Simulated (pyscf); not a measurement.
Single points on ωB97X-D3(BJ)/def2-SVP structures (PySCF, gas phase).

### Question
Estimate the classical barrier height and the reaction energy of H₂ + NH₂• → H• + NH₃ at ωB97M-D3(BJ)/def2-TZVP. The step runs on the doublet surface, breaks H–H and forms H–N; take the separated reactants as zero.

### Answer
ΔE‡ = 31.4 kJ/mol, ΔE = -25.8 kJ/mol. Zero-point energy shifts the barrier by +9.4 kJ/mol. It is a hydrogen abstraction, with an imaginary mode of 1251i cm⁻¹. One saddle was located; it need not be the lowest between these sides. The angle at the transferred H is 156°.
